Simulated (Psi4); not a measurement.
Reaction (SMILES): F[C]F (closed-shell singlet) + 3 [H][H] (H2) → C (CH4) + 2 F (HF)
B3LYP-D3(BJ)/def2-TZVP geometries, fixed; electronic energies without zero-point terms.
Largest species:
```xyz
5

C      0.0000     0.0000     0.0000
H      0.6205     0.6269     0.6390
H     -0.6429    -0.6249     0.6185
H      0.6369    -0.6328    -0.6166
H     -0.6146     0.6308    -0.6409
```

Basis-set convergence of the energy of full hydrogenation at HF with Psi4. Cartesian d functions, on some or all atoms, in 6-31+G*; all else is spherical. Density fitting with the program's default auxiliary sets. Psi4's default fitting sets serve the pcseg sets less well. No added dispersion term, no relativity. Functions are those of the species that has most. Reference: the value in aug-cc-pVQZ, -111.50 kcal/mol, itself unsure by roughly 0.24 kcal/mol (its mean distance from def2-QZVPPD, def2-QZVPP, cc-pVQZ).

```
basis            functions  energy of full hydrogenation (kcal/mol)
---------------  ---------  ---------------------------------------
6-31+G*                 57                               (withheld)
def2-SVPD               66                                  -121.35
aug-cc-pVDZ             69                                  -118.98
6-311++G(2d,2p)         81                               (withheld)
def2-TZVPD             117                               (withheld)
def2-TZVPPD            117                               (withheld)
jun-cc-pV(T+d)Z        117                                  -112.21
def2-QZVPP             177                                  -111.57
pcseg-3                192                                  -111.86
```

Task: Fill in the missing entries.

Result: 
- 6-31+G*, energy of full hydrogenation (kcal/mol): -109.40
- 6-311++G(2d,2p), energy of full hydrogenation (kcal/mol): -116.83
- def2-TZVPD, energy of full hydrogenation (kcal/mol): -110.44
- def2-TZVPPD, energy of full hydrogenation (kcal/mol): -112.35
